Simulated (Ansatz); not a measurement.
1T (CdI2-type) PtS2 was calculated with PBE-D4 (Ansatz, an electronic-structure program, plane waves, PAW).

Numerical settings: plane-wave cutoff 520 eV, 24×24×16 k mesh (along the axes of the cell as run), scalar-relativistic PAW data made under PBE.

Computed at the level's own relaxed cell.

Elastic tensor (GPa, Voigt notation, ions relaxed):

```
  229.2    64.3    30.9   -26.6     0.0     0.0
   64.3   229.2    30.9    26.6     0.0     0.0
   30.9    30.9    37.4     0.0     0.0     0.0
  -26.6    26.6     0.0    46.9     0.0     0.0
    0.0     0.0     0.0     0.0    46.9   -26.6
    0.0     0.0     0.0     0.0   -26.6    82.4
```

Problem. Work out the Voigt, Reuss and Hill averages of the bulk and shear moduli, Young's modulus and Poisson's ratio from the printed constants.

Solution. K_V = [C11 + C22 + C33 + 2(C12 + C13 + C23)]/9 = [495.8 + 2 × 126.1]/9 = 83.1 GPa. G_V = [495.8 − 126.1 + 3 × 176.2]/15 = 59.9 GPa. From the compliances S = C⁻¹, K_R = 37.1 and G_R = 36.5 GPa. Hill means: K = 60.1, G = 48.2 GPa. E = 9KG/(3K + G) = 114 GPa, ν = (3K − 2G)/(6K + 2G) = 0.18, K/G = 1.25.

Note: the dispersion coefficients are held fixed in the derivatives.

Spin–orbit coupling is not included.

Computed values are for the static lattice.
